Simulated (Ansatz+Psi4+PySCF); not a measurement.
doublet CHO₂: levels of theory in one basis

```tsv
atom	x (Å)	y (Å)	z (Å)
C	0.3000	0.3000	0.3000
H	-0.2590	1.1546	-0.0812
O	1.2984	-0.0955	-0.3591
O	-0.0917	-0.2321	1.3729
```

Basis set: cc-pVTZ (spherical functions). Left uncorrelated: 3 orbitals. Correlation on ROHF uses semicanonical orbitals with singles. Charge 0, multiplicity 2.

Computed with Ansatz (development build ahead of 0.2.0); each method stands on the lowest determinant of its kind that the runs found.

```csv
method,E − E(ROHF) (eV),<S²> of the determinant
ROHF,0.00,0.75
UHF,-0.29,1.02
ROHF-MP2,-15.79,–
UHF-MP2,-15.06,1.02
```

The restricted and unrestricted rows may stand on different electronic states: another unrestricted solution lies nearer the restricted one.

Caution for ROHF, ROHF-MP2: the determinant breaks the point group. Caution for UHF, UHF-MP2: the unrestricted determinant is spin contaminated. Caution for ROHF-MP2, UHF-MP2: another reference gives a lower total. Caution for UHF-MP2: a plain start can end on a higher determinant.
